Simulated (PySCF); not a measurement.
Basis-set dependence of population analyses: `C/C=C(/C)F`

Species: C4H7F.
Numbering: `[CH3:1]/[CH:2]=[C:3](/[CH3:4])[F:5]` (hydrogens: H6, H7, H8 on C1; H9 on C2; H10, H11, H12 on C4)

PBE0 throughout (PySCF), one geometry, spherical d and f functions. Geometry: PBE0-D3(BJ)/def2-SVP; no solvent, vibrations or thermal averaging. Atoms taken as equivalent share a column and are averaged. The first 7 of 8 kinds of atom are listed.

Mulliken charges (e):

```csv
basis,functions,C1,C2,C3,C4,F5,H6/H7/H8,H9
STO-3G,32,-0.240,-0.124,+0.094,-0.254,-0.083,+0.084,+0.074
6-31G,59,-0.550,-0.187,+0.341,-0.558,-0.331,+0.183,+0.164
pcSseg-0,59,-0.670,-0.287,+0.267,-0.663,-0.359,+0.245,+0.223
6-31G*,84,-0.573,-0.241,+0.435,-0.616,-0.326,+0.189,+0.166
cc-pVDZ,105,-0.038,-0.191,+0.093,-0.041,-0.187,+0.054,+0.014
def2-SVP,105,-0.028,-0.206,+0.115,-0.026,-0.226,+0.054,+0.032
"6-311+G(2d,p)",177,-0.672,+0.148,+0.381,-0.580,-0.321,+0.155,+0.103
aug-cc-pVDZ,178,+0.100,+0.582,+0.661,+0.207,-0.604,-0.064,-0.607
def2-TZVP,197,-0.341,-0.217,+0.204,-0.361,-0.205,+0.132,+0.122
IGLO-III,245,-0.370,-0.132,+0.303,-0.389,-0.253,+0.125,+0.078
cc-pVTZ,248,-0.274,-0.226,+0.213,-0.291,-0.180,+0.105,+0.124
```

IAO charges (e):

```csv
basis,functions,C1,C2,C3,C4,F5,H6/H7/H8,H9
STO-3G,32,-0.400,-0.199,+0.133,-0.421,-0.097,+0.138,+0.130
6-31G,59,-0.439,-0.204,+0.257,-0.457,-0.269,+0.157,+0.152
pcSseg-0,59,-0.431,-0.210,+0.250,-0.452,-0.255,+0.155,+0.149
6-31G*,84,-0.417,-0.210,+0.285,-0.438,-0.275,+0.148,+0.144
cc-pVDZ,105,-0.417,-0.213,+0.286,-0.438,-0.276,+0.148,+0.146
def2-SVP,105,-0.407,-0.209,+0.284,-0.428,-0.276,+0.145,+0.143
"6-311+G(2d,p)",177,-0.431,-0.216,+0.288,-0.447,-0.290,+0.154,+0.152
aug-cc-pVDZ,178,-0.429,-0.217,+0.288,-0.445,-0.289,+0.153,+0.153
def2-TZVP,197,-0.430,-0.218,+0.292,-0.448,-0.289,+0.154,+0.152
IGLO-III,245,-0.432,-0.217,+0.290,-0.449,-0.290,+0.154,+0.153
cc-pVTZ,248,-0.431,-0.218,+0.292,-0.449,-0.287,+0.154,+0.152
```

Hirshfeld charges (e):

```json
{"basis": "STO-3G", "functions": "32", "C1": "-0.035", "C2": "-0.083", "C3": "+0.055", "C4": "-0.041", "F5": "-0.041", "H6/H7/H8": "+0.018", "H9": "+0.019"}
{"basis": "6-31G", "functions": "59", "C1": "-0.100", "C2": "-0.080", "C3": "+0.077", "C4": "-0.102", "F5": "-0.100", "H6/H7/H8": "+0.040", "H9": "+0.044"}
{"basis": "pcSseg-0", "functions": "59", "C1": "-0.105", "C2": "-0.078", "C3": "+0.084", "C4": "-0.107", "F5": "-0.090", "H6/H7/H8": "+0.039", "H9": "+0.040"}
{"basis": "6-31G*", "functions": "84", "C1": "-0.101", "C2": "-0.084", "C3": "+0.076", "C4": "-0.102", "F5": "-0.089", "H6/H7/H8": "+0.039", "H9": "+0.042"}
{"basis": "cc-pVDZ", "functions": "105", "C1": "-0.113", "C2": "-0.083", "C3": "+0.076", "C4": "-0.116", "F5": "-0.074", "H6/H7/H8": "+0.041", "H9": "+0.042"}
{"basis": "def2-SVP", "functions": "105", "C1": "-0.116", "C2": "-0.082", "C3": "+0.083", "C4": "-0.119", "F5": "-0.082", "H6/H7/H8": "+0.042", "H9": "+0.042"}
{"basis": "6-311+G(2d,p)", "functions": "177", "C1": "-0.118", "C2": "-0.084", "C3": "+0.074", "C4": "-0.121", "F5": "-0.090", "H6/H7/H8": "+0.044", "H9": "+0.048"}
{"basis": "aug-cc-pVDZ", "functions": "178", "C1": "-0.126", "C2": "-0.084", "C3": "+0.077", "C4": "-0.129", "F5": "-0.086", "H6/H7/H8": "+0.046", "H9": "+0.049"}
{"basis": "def2-TZVP", "functions": "197", "C1": "-0.122", "C2": "-0.083", "C3": "+0.077", "C4": "-0.124", "F5": "-0.087", "H6/H7/H8": "+0.044", "H9": "+0.047"}
{"basis": "IGLO-III", "functions": "245", "C1": "-0.126", "C2": "-0.083", "C3": "+0.078", "C4": "-0.129", "F5": "-0.087", "H6/H7/H8": "+0.046", "H9": "+0.048"}
{"basis": "cc-pVTZ", "functions": "248", "C1": "-0.123", "C2": "-0.083", "C3": "+0.079", "C4": "-0.125", "F5": "-0.083", "H6/H7/H8": "+0.044", "H9": "+0.046"}
```

Some averages cover members that differ in this geometry, most widely: H6/H7/H8, Mulliken in aug-cc-pVDZ -0.194 to +0.005 e.

Q: Which scheme is steadiest as the basis changes?

A: Largest range over the bases for any column: Hirshfeld 0.09 e, IAO 0.19 e, Mulliken 0.87 e. Hirshfeld charges move least and Mulliken charges most, counted in e. Without the minimal STO-3G basis the ranges are Hirshfeld 0.03, IAO 0.04, Mulliken 0.87 e.

Q: How much do the charges still move between the two largest bases, IGLO-III and cc-pVTZ?

A: At most, over all atoms: Mulliken 0.098 e, IAO 0.003 e, Hirshfeld 0.004 e.

Q: What do the same runs give for the total energy, the frontier levels and the dipole moment?

A: 
```csv
basis,energy (Eh),HOMO (eV),LUMO (eV),μ (D)
STO-3G,-252.8703,-4.16,4.06,0.65
6-31G,-256.1147,-6.64,1.14,1.56
pcSseg-0,-255.5943,-6.90,0.84,1.60
6-31G*,-256.1690,-6.52,1.22,1.24
cc-pVDZ,-256.1888,-6.64,1.03,1.26
def2-SVP,-255.9876,-6.73,0.95,1.32
"6-311+G(2d,p)",-256.2545,-6.84,0.30,1.43
aug-cc-pVDZ,-256.2060,-6.82,-0.06,1.40
def2-TZVP,-256.2768,-6.81,0.79,1.36
IGLO-III,-256.2833,-6.82,0.72,1.38
cc-pVTZ,-256.2684,-6.78,0.84,1.31
```

The dipole is fixed by the density alone, so its range of 0.95 D shows that the density itself changes with the basis, not only its division among atoms.
